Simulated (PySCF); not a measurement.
## Molecular orbitals of HF⁺

B2PLYP at R = 1.008 Å; PySCF, no relativity, basis sets H def2-TZVPPD, F def2-TZVPPD. State: ²Π (doublet), unpaired electrons π ↑. Only the outer orbitals are listed, counted within each symmetry.

| spin | orbital | occ. | ε (eV) | on H (%) | main shells (%) |
| --- | --- | --- | --- | --- | --- |
| α | 2σ | 1 | -53.57 | 5 | 93 F s |
| α | 1π | 1 | -32.46 | 1 | 99 F p |
| α | 3σ | 1 | -32.28 | 16 | 80 F p, 15 H s |
| α | 1π | 1 | -29.68 | 1 | 99 F p |
| α | 4σ | 0 | -8.35 | 70 | 62 H s, 19 F s, 9 H p |
| α | 2π | 0 | -3.19 | 28 | 72 F p, 28 H p |
| α | 2π | 0 | -3.01 | 26 | 73 F p, 26 H p |
| β | 2σ | 1 | -50.00 | 7 | 91 F s |
| β | 3σ | 1 | -31.22 | 18 | 77 F p, 17 H s |
| β | 1π | 1 | -28.58 | 1 | 99 F p |
| β | 1π | 0 | -16.74 | 2 | 98 F p |
| β | 4σ | 0 | -8.12 | 67 | 57 H s, 21 F s, 10 H p |
| β | 2π | 0 | -2.97 | 26 | 73 F p, 26 H p |

Q: Which are the highest filled and the lowest empty level, where do they sit, and how wide is the gap?

A: Highest filled β 1π at -28.58 eV (in %: 99 F p); lowest empty β 1π at -16.74 eV (in %: 98 F p); the gap at B2PLYP is 11.84 eV. Both belong to one degenerate shell, split only by its one-sided filling, so this is no excitation gap.

| Property | Result |
| --- | --- |
| bond order (Mayer) | 0.75 |
| ⟨S²⟩ | 0.753 |
| charge on H (Mulliken, basis-dependent) | 0.52 |
| charge on H (Löwdin, basis-dependent) | 0.12 |
| dipole moment (positive dipole points towards F; it is taken about the centre of mass and depends on that origin) | -2.64 D |

Correlated steps freeze 1 core orbital. B2PLYP dipoles, levels and charges come from its SCF part alone. The state was picked by a PBE0 search and need not be the measured ground state.
